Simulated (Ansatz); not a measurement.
Process, species as SMILES: O=CO + H+ → C(=O)[OH2+]
B3LYP-D3(BJ)/def2-TZVP geometries, fixed; electronic energies without zero-point terms; positive where energy is released.
Largest species:
```
O
H 1 0.9757
H 1 0.9767 2 111.71
C 1 1.6993 2 121.90 3 141.92
O 4 1.1347 1 115.09 2 -152.58
H 4 1.0879 5 142.66 1 176.53
```
Charge +1, spin multiplicity 1.

Basis-set convergence of the proton affinity at PBE with Ansatz (a program for electronic structure). Cartesian d functions, on some or all atoms, in 6-31+G*; all else is spherical. The program fits the integrals of some runs and decomposes those of others, by size. Species with rotatable bonds are taken in one conformer. The proton sits at the site shown, which need not be the one that binds it best. No added dispersion term, no relativity. Functions are those of the species that has most. Reference: the value in aug-pcseg-3, 162.29 kcal/mol, itself unsure by roughly 0.02 kcal/mol (its mean distance from aug-cc-pVQZ, def2-QZVPPD, pcseg-3).

```
basis              functions  proton affinity (kcal/mol)
-----------------  ---------  --------------------------
3-21G                     33                      173.20
6-31G                     33                      166.70
def2-SVP                  57                           …
6-31+G*                   63                           …
6-311+G**                 84                      162.02
aug-cc-pVDZ               96                      160.51
aug-pcseg-1               96                           …
def2-TZVP                111                      162.02
def2-TZVPPD              168                           …
6-311++G(3df,3pd)        171                      161.94
aug-cc-pVTZ              207                      162.10
cc-pVQZ                  255                      162.94
aug-cc-pVQZ              378                      162.28
```

Problem. What belongs in the gaps?

Solution. 
- def2-SVP, proton affinity (kcal/mol): 163.40
- 6-31+G*, proton affinity (kcal/mol): 157.13
- aug-pcseg-1, proton affinity (kcal/mol): 159.05
- def2-TZVPPD, proton affinity (kcal/mol): 162.13
